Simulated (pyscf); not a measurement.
H₃C–InH–CH₃ + H atom (H•) -> methane (CH₄) + [H₃C–InH]•, a substitution at C (doublet surface; C–In broken, C–H formed). Optimised with ωB97X-D3(BJ)/def2-SVP in PySCF. Energies in kcal/mol from the separated reactants.

Small-basis levels: PySCF, no dispersion term, spherical d functions. AM1 to PM7: differences of heats of formation from MOPAC. Open shells are spin-unrestricted. 

```
level                       barrier  reaction energy
-----------------------  ----------  ---------------
HF/6-31G*+LANL2DZ        (withheld)            -42.4
MP2/6-31G*+LANL2DZ             26.2            -39.1
SVWN5/6-31G*+LANL2DZ            0.5            -46.4
BP86/6-31G*+LANL2DZ             5.6            -47.9
B3LYP/LANL2DZ                  12.7            -46.2
M06-2X/6-31G*+LANL2DZ          16.5            -39.4
B3LYP/6-311+G**+LANL2DZ  (withheld)            -47.0
PBE/def2-SVP                    5.8            -46.1
B3LYP/def2-SVP                  7.8            -50.7
AM1                            -0.1            -41.2
PM6                             5.0            -61.8
PM7                            12.2            -64.9
ωB97M-D3(BJ)/def2-TZVP   (withheld)            -45.6
```

Problem. Fill in the missing entries.

Solution. 
- HF/6-31G*+LANL2DZ, barrier: 28.1
- B3LYP/6-311+G**+LANL2DZ, barrier: 10.3
- ωB97M-D3(BJ)/def2-TZVP, barrier: 13.8

Against the last row the barrier runs from -13.8 (AM1) to +14.3 kcal/mol (HF/6-31G*+LANL2DZ). ωB97M-D3(BJ)/def2-TZVP has limits of its own. Abstraction by the radical was not located in this set and often lies lower. This is the saddle that the search found; another between the same sides may lie lower. The angle at the attacked C is 180°. Elements past Kr carry the def2 core potentials, without spin-orbit coupling.
